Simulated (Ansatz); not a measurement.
C$_{3}$H$_{3}$FO, relaxed with RKS PBE-D4/def2-SVP in Ansatz from a rough embedded geometry. The force threshold is 0.03 eV/Å; the program also tests the step.

Total charge 0; spin multiplicity 1. The bonds changed during the relaxation, so this is another structure than the one it started from.

Start:

```xyz
8

C    -0.729   -0.397    0.445
C    -0.040    0.802   -0.100
C     0.919    0.803   -0.999
F     1.416   -0.388   -1.565
O     1.238    1.120    0.292
H    -0.667   -0.340    1.584
H    -0.357   -1.317    0.109
H    -1.781   -0.282    0.234
```

```json
{"step": "1", "energy (eV)": "-7903.5906", "largest force (eV/Å)": "4.198", "largest move (Å)": "0.000"}
{"step": "2", "energy (eV)": "-7904.1087", "largest force (eV/Å)": "2.340", "largest move (Å)": "0.091"}
{"step": "3", "energy (eV)": "-7904.3632", "largest force (eV/Å)": "1.208", "largest move (Å)": "0.152"}
{"step": "4", "energy (eV)": "-7904.4567", "largest force (eV/Å)": "2.754", "largest move (Å)": "0.200"}
{"step": "5", "energy (eV)": "-7904.7470", "largest force (eV/Å)": "1.922", "largest move (Å)": "0.194"}
{"step": "6", "energy (eV)": "-7905.0474", "largest force (eV/Å)": "1.515", "largest move (Å)": "0.195"}
{"step": "7", "energy (eV)": "-7905.2909", "largest force (eV/Å)": "1.877", "largest move (Å)": "0.148"}
{"step": "8 (rejected)", "energy (eV)": "-7905.0483", "largest force (eV/Å)": "2.537", "largest move (Å)": "0.195"}
{"step": "9", "energy (eV)": "-7905.4112", "largest force (eV/Å)": "1.149", "largest move (Å)": "0.088"}
{"step": "10", "energy (eV)": "-7905.4688", "largest force (eV/Å)": "0.488", "largest move (Å)": "0.100"}
{"step": "11", "energy (eV)": "-7905.4857", "largest force (eV/Å)": "0.321", "largest move (Å)": "0.028"}
{"step": "12", "energy (eV)": "-7905.4910", "largest force (eV/Å)": "0.229", "largest move (Å)": "0.082"}
{"step": "13", "energy (eV)": "-7905.4956", "largest force (eV/Å)": "0.052", "largest move (Å)": "0.026"}
{"step": "14", "energy (eV)": "-7905.4959", "largest force (eV/Å)": "0.017", "largest move (Å)": "0.009"}
```

End:

```xyz
8

C    -0.741   -0.397    0.580
C     0.387    0.392    0.002
C     0.635    0.741   -1.406
F     1.587    0.010   -1.950
O     1.205    1.084    0.630
H    -0.879   -0.147    1.650
H    -0.521   -1.482    0.481
H    -1.673   -0.201    0.013
```

Hardware: 2 threads of an AMD EPYC 9B14 on a shared host. Wall time 13 s, peak host memory 0.17 GiB.
